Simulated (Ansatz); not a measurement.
Compare A (`CN1CCC1`) with its isomer B (`C=CNCC`).

Computed with Ansatz on PBE0-D4/def2-TZVP structures; ΔE is electronic, products minus reactants. CCSD(T)/CBS is the MP2 limit (def2-TZVPP, def2-QZVPP) plus CCSD(T) − MP2 in def2-TZVPP, frozen cores. DFT in def2-TZVPP. B3LYP here is the variant with VWN-RPA as its local correlation; programs differ in this. Each species was taken in one conformer, which may not be the lowest.

Question: Which is lower in electronic energy at CCSD(T)/CBS, and by how much? (An estimate is asked.)

Answer: Ansatz gave: B, by 12.0 kcal/mol.

Question: Give E(B) − E(A) in kcal/mol with B3LYP-D4, ωB97M-V, B3LYP, PBE-D4, CCSD/def2-TZVPP, PBE0-D4, MP2/def2-TZVPP. (An estimate is asked.)

Answer: Computed: B3LYP-D4 -15.4, ωB97M-V -11.4, B3LYP -16.1, PBE-D4 -12.3, CCSD/def2-TZVPP -10.9, PBE0-D4 -10.4, MP2/def2-TZVPP -10.1. None reverses the order clearly.

Largest T1 diagnostic: 0.011.

In def2-TZVPP, CCSD(T) changes the Hartree–Fock value by +3.5 kcal/mol (the triples alone add −0.2 kcal/mol) and MP2 by +4.5 kcal/mol. From PBE to PBE0 (25 % exact exchange), in def2-TZVPP and without D4, E(B) − E(A) moves by +2.1 kcal/mol.
